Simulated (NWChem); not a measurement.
Species: Li2; SMILES [Li][Li]

Program: NWChem. Pople sets run with spherical d functions. Structure relaxed at the PBE0/def2-SVP level. Static field.

**Question.** Taking PBE0/aug-cc-pVTZ as the yardstick, which of these has the fewest basis functions while keeping “isotropic polarisability (bohr³)” within 2 % of it: PBE0/def2-SVP; PBE0/def2-SVPD; PBE0/def2-TZVP; PBE0/6-31+G*; PBE0/aug-cc-pVDZ; PBE0/6-31G*; PBE0/def2-TZVPD; PBE0/Sadlej pVTZ?

**Answer.** PBE0/6-31+G*.
| level | basis functions | isotropic polarisability (bohr³) |
|---|---|---|
| PBE0/def2-SVP | 18 | 167.4 |
| PBE0/def2-SVPD | 24 | 213.1 |
| PBE0/6-31G* | 28 | 195.2 |
| PBE0/def2-TZVP | 28 | 174.4 |
| PBE0/def2-TZVPD | 34 | 200.9 |
| PBE0/6-31+G* | 36 | 206.1 |
| PBE0/aug-cc-pVDZ | 46 | 207.2 |
| PBE0/Sadlej pVTZ | 48 | 205.5 |
| PBE0/aug-cc-pVTZ | 92 | 207.9 |

The yardstick is one finite set, not the basis-set limit.
